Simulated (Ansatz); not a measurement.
Born–Oppenheimer molecular dynamics of ClH5Si (7 atoms, charge 0, multiplicity 1). It starts at the highest image of a converged band. Of that band: Neighbouring images differ by up to 1.4 eV, so the band resolves the path poorly. A vibrational analysis at the climbing image gives 2 clearly imaginary modes (1125i, 128i cm⁻¹): a point of higher order, so a lower path passes nearby.

Theory: Ansatz, RKS B3LYP/def2-SVP.

* ensemble: NVE (velocity Verlet)
* time step: 0.5 fs
* steps asked: 200
* starting velocities drawn for: 300 K
* seed: 11722

First frame:

```xyz
7
Properties=species:S:1:pos:R:3
Si -0.155 0.000 -0.058
Cl -0.206 0.000 2.554
H 1.306 0.000 0.213
H -0.475 1.250 -0.802
H -0.475 -1.250 -0.802
H -1.746 0.000 0.545
H -1.358 0.000 1.431
```

How far do the bonds stretch over the last three quarters of this one trajectory? (Pairs bonded in most of those frames.)


```csv
bond,mean (Å),spread (Å),shortest,longest
Si1–H3,1.497,0.065,1.39,1.59
Si1–H4,1.495,0.012,1.48,1.52
Si1–H5,1.498,0.036,1.44,1.56
Si1–H6,1.491,0.022,1.46,1.53
Cl2–H7,1.311,0.053,1.23,1.38
```

Mean temperature of the second half: 2776 K. The conserved energy stayed within 0.27 meV per atom of its start (net change 0.07 meV per atom), so the integration is sound. The kinetic energy rose, since the run started high on the potential surface and went downhill. It ends in pieces (ClH + H4Si), so much of that is their flight and rotation, not heat. A run of 0.1 ps of so small a system gives no equilibrium averages. The orbitals stay closed-shell, which can raise the energy where a bond breaks towards radicals; this wasn't checked here.

Run time: 3.5 min on 1 thread of Arm Neoverse V2 (shared host), peak memory 0.1 GiB.
